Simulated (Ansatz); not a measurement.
**H2O (singlet): from Hartree-Fock to the top rungs at distance O1–H2 = 1.304 Å, cc-pVTZ**

How much of the correlation energy of H2O (singlet) does each wave-function method recover here?

Method: cc-pVTZ, correlated electrons: outside noble gas; program: Ansatz 0.2.0, Gaussian basis.

To be run: UHF; CCSD(T) on RHF; BCCD(T) on RHF; CISD; CCSDT(Q) on RHF; CASSCF and NEVPT2, 2 electrons in 2 orbitals; CASSCF and MRCISD+Q, 8 electrons in 6 orbitals; CASSCF and NEVPT2, 8 electrons in 6 orbitals.

**1. What is computed**

The geometry derives from a PBE0/def2-TZVP stationary point (not a proven minimum). One bond is set to the value named and the two fragments are kept rigid.

3 atoms, charge 0, spin multiplicity 1.

Atoms are counted from 1 here; the program's logs count them from 0.

Bond lengths: O1–H3 0.960 Å.

As a file:

```
O     0.00000   -0.07704    0.01530
H     0.00000    0.71624   -1.01965
H     0.00000    0.50669    0.77685
```

In the tables R marks a restricted determinant and U an unrestricted one; 'pair' is the active space of 2 electrons in 2 orbitals; 'valence' is the active space of 8 electrons in 6 orbitals; correlation energies count from the lowest restricted Hartree-Fock solution.

**2. UHF**

Contents of in.yaml:

```yaml
crystal:
  periodic: [false, false, false]
  atoms:
    - {symbol: O, position_ang: [0.000000, -0.077043, 0.015296]}
    - {symbol: H, position_ang: [0.000000, 0.716243, -1.019650]}
    - {symbol: H, position_ang: [0.000000, 0.506685, 0.776846]}
basis:
  gaussian: {orbitals: cc-pVTZ}
magnetization: {spin_polarized: true, initial_magnetization: 0}
hamiltonian: {xc: hf}
output: {orbitals: {seedname: orbitals}}
```

Run with:

```bash
ansatz run in.yaml --threads 1 --pin off --events-out ev --progress --plain --max-ram 2393MiB
```

The runs that follow: CCSD(T) on RHF; BCCD(T) on RHF; CISD; CCSDT(Q) on RHF; CASSCF and NEVPT2, 2 electrons in 2 orbitals; CASSCF and MRCISD+Q, 8 electrons in 6 orbitals; CASSCF and NEVPT2, 8 electrons in 6 orbitals.

Before running them: what should the planned runs give, taken together? Wanted: correlation energy, RCCSDT(Q); RMP2 from RCCSDT(Q); RCCSD from RCCSDT(Q); RCCSD(T) from RCCSDT(Q); NEVPT2 pair from RCCSDT(Q); NEVPT2 valence from RCCSDT(Q); MRCISD+Q valence from RCCSDT(Q); T1 diagnostic; effectively unpaired electrons.

The runs gave:

```
                         quantity                      value
    correlation energy, RCCSDT(Q)                 -7.8969 eV
              RMP2 from RCCSDT(Q)                 +437.8 meV
             RCCSD from RCCSDT(Q)                 +274.2 meV
          RCCSD(T) from RCCSDT(Q)                  +19.7 meV
       NEVPT2 pair from RCCSDT(Q)                 +401.8 meV
    NEVPT2 valence from RCCSDT(Q)                 +831.3 meV
  MRCISD+Q valence from RCCSDT(Q)                  +62.7 meV
levels within 1 kcal/mol (43 meV)  RCCSD(T), BCCD(T), RCCSDT
                    T1 diagnostic                      0.010
   effectively unpaired electrons                       0.04
```

**Reading.** RCCSD(T) lands +19.7 meV from the yardstick (0.2 % of the correlation energy). One determinant dominates. Of the multireference levels listed MRCISD+Q valence comes nearest (+62.7 meV). These misses are within one basis and frozen core, not against nature; frozen cores of the runs differ by up to some meV.
